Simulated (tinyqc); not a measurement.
Worked calculation: CIS and TDHF on RHF in the sto-6g basis, for HF, spin multiplicity 1. One step of it, computed by the program tinyqc.

Task: CIS matrix, triplets. A(ia,jb) = (e_a - e_i) d_ij d_ab - (ij|ab).

orbital energies (hartree): MO1 -26.259142, MO2 -1.435400, MO3 -0.513508, MO4 -0.471520, MO5 -0.471520, MO6 0.396514

Two-electron integrals over orbitals (pq|rs), unique and non-zero (hartree):
```
(11|11) 5.382205    (21|11) -0.531894   (21|21) 0.084738    (22|11) 1.246811
(22|21) -0.023745   (22|22) 0.872556    (31|11) 0.114693    (31|21) -0.017611
(31|22) 0.007803    (31|31) 0.019052    (32|11) -0.129637   (32|21) 0.006105
(32|22) -0.043293   (32|31) 0.020652    (32|32) 0.140690    (33|11) 0.914161
(33|21) -0.008514   (33|22) 0.709014    (33|31) -0.002885   (33|32) -0.020408
(33|33) 0.695368    (41|41) 0.030359    (42|41) 0.039889    (42|42) 0.188382
(43|41) -0.007774   (43|42) -0.030542   (43|43) 0.037547    (44|11) 1.265985
(44|21) -0.014123   (44|22) 0.894673    (44|31) 0.002925    (44|32) -0.069086
(44|33) 0.695864    (44|44) 0.998085    (51|51) 0.030359    (52|51) 0.039889
(52|52) 0.188382    (53|51) -0.007774   (53|52) -0.030542   (53|53) 0.037547
(54|54) 0.053789    (55|11) 1.265985    (55|21) -0.014123   (55|22) 0.894673
(55|31) 0.002925    (55|32) -0.069086   (55|33) 0.695864    (55|44) 0.890506
(55|55) 0.998085    (61|11) 0.122972    (61|21) -0.020594   (61|22) 0.002792
(61|31) -0.011770   (61|32) -0.023719   (61|33) 0.006800    (61|44) 0.003138
(61|55) 0.003138    (61|61) 0.021755    (62|11) -0.177240   (62|21) 0.004855
(62|22) -0.095698   (62|31) -0.020064   (62|32) -0.071677   (62|33) -0.025387
(62|44) -0.093739   (62|55) -0.093739   (62|61) 0.018254    (62|62) 0.091574
(63|11) -0.408522   (63|21) 0.006383    (63|22) -0.224343   (63|31) 0.001718
(63|32) 0.084150    (63|33) -0.100244   (63|44) -0.235985   (63|55) -0.235985
(63|61) -0.004800   (63|62) 0.041232    (63|63) 0.220605    (64|41) -0.007700
(64|42) -0.031144   (64|43) -0.021114   (64|64) 0.029230    (65|51) -0.007700
(65|52) -0.031144   (65|53) -0.021114   (65|65) 0.029230    (66|11) 0.849036
(66|21) -0.008664   (66|22) 0.647456    (66|31) 0.011232    (66|32) 0.051511
(66|33) 0.655577    (66|44) 0.628866    (66|55) 0.628866    (66|61) -0.007811
(66|62) -0.057227   (66|63) -0.021208   (66|66) 0.686661
```

Give: CIS matrix A, triplet.

Result:

CIS matrix A, triplet (hartree), lower triangle:
```
         1>6      2>6     3>6     4>6     5>6
1>6  25.8066
2>6   0.0087   1.1845
3>6  -0.0112  -0.0515  0.2544
4>6   0.0000   0.0000  0.0000  0.2392
5>6   0.0000   0.0000  0.0000  0.0000  0.2392
```
